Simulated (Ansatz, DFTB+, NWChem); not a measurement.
# Ligand exchange: C3H4 + H2S → C2H2S + CH4

Species: C3H4 (propyne) `C#CC`, singlet; H2S (hydrogen sulfide) `S`, singlet; C2H2S (ethynethiol) `C#CS`, singlet; CH4 (methane) `C`, singlet. The partners trade CH3 for SH: C–CH3 and H–SH bonds give way to C–SH and H–CH3.

Shapes, held fixed at every level: PBE0-D4/def2-TZVP. Programs: Ansatz 0.2.0, DFTB+ 25.1, NWChem 7.3.0. The zero-point and thermal change to 298 K, harmonic and unscaled (PBE0-D4/def2-TZVP), is +3.3 kJ/mol.

```json
{"level": "DFTB1", "kind": "semi-empirical", "ΔH(298 K) (kJ/mol)": "-27.3", "less CCSD(T)/CBS estimate": "-48.4"}
{"level": "PBE-D4/def2-TZVPP", "kind": "GGA", "ΔH(298 K) (kJ/mol)": "+12.6", "less CCSD(T)/CBS estimate": "-8.5"}
{"level": "r2SCAN-D4/def2-TZVPP", "kind": "meta-GGA", "ΔH(298 K) (kJ/mol)": "+14.4", "less CCSD(T)/CBS estimate": "-6.7"}
{"level": "B3LYP/6-31G* (Cartesian functions)", "kind": "global hybrid", "ΔH(298 K) (kJ/mol)": "+17.9", "less CCSD(T)/CBS estimate": "-3.2"}
{"level": "BHLYP-D4/def2-TZVPP", "kind": "global hybrid", "ΔH(298 K) (kJ/mol)": "+21.6", "less CCSD(T)/CBS estimate": "+0.5"}
{"level": "PBE0-D4/def2-TZVPP", "kind": "global hybrid", "ΔH(298 K) (kJ/mol)": "+17.8", "less CCSD(T)/CBS estimate": "-3.3"}
{"level": "B2PLYP/def2-TZVPP", "kind": "double hybrid", "ΔH(298 K) (kJ/mol)": "+17.6", "less CCSD(T)/CBS estimate": "-3.5"}
{"level": "CCSD/def2-SVP", "kind": "coupled cluster or CI", "ΔH(298 K) (kJ/mol)": "+28.2", "less CCSD(T)/CBS estimate": "+7.1"}
{"level": "CCSD(T)/CBS estimate", "kind": "coupled cluster or CI", "ΔH(298 K) (kJ/mol)": "+21.1", "less CCSD(T)/CBS estimate": "0.0"}
```

The highest level, CCSD(T)/CBS estimate, gives ΔH(298 K) = +21.1 kJ/mol; the levels span -27.3 to +28.2. They disagree on the sign: 8 of 9 are positive. The column of differences is taken from that level and isn't an error. No measured value is set beside it here. The CBS estimate extrapolates MP2 from def2-TZVPP and def2-QZVPP and adds CCSD(T) − MP2 in the triple-zeta set, cores frozen.
